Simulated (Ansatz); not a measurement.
A made-up structure of Al₂H₄S, singlet:

Al1  (-1.044, 0.387, -0.693)
Al2  (0.592, 0.261, 0.191)
S3  (0.449, -1.684, 0.938)
H4  (-0.948, -0.086, -2.203)
H5  (-2.191, 0.948, 0.244)
H6  (1.707, 1.432, 0.264)
H7  (1.436, -1.258, 1.260)
(Å)

It is relaxed with PBE-D4/def2-SVP and then PBE0-D4/def2-TZVP (Ansatz 0.2.0). Atoms count as bonded within 1.22 times the sum of their covalent radii (H–H: 0.88 Å). The end point is not checked to be a true minimum.

Question: Does its bonding change? (A judgement: the text doesn't fix the answer.)

Answer: The calculation gives: No: no bond forms or breaks.

Where it ends: The first stage lowers the energy by 5.72 eV in 10 steps. It ends as Al₂H₄S ([AlH2][AlH][SH]):
Al1  (-1.482, 0.556, -0.988)
Al2  (0.729, 0.177, 0.296)
S3  (0.993, -1.781, 1.255)
H4  (-1.619, 0.201, -2.535)
H5  (-2.770, 1.158, -0.269)
H6  (1.940, 1.192, 0.483)
H7  (2.209, -1.504, 1.757)
(Å)

Labels in which every atom is bracketed show which atoms are joined, not bond orders.

For scale, one of the runs: PBE0-D4/def2-TZVP relaxation, 135 basis functions, launched by `ansatz run in.yaml --threads 2 --pin off --events-out ev --progress --plain --max-ram 4352MiB`. The run took about 16 s on 2 CPU threads of an Intel Xeon Platinum 8175M (shared host).
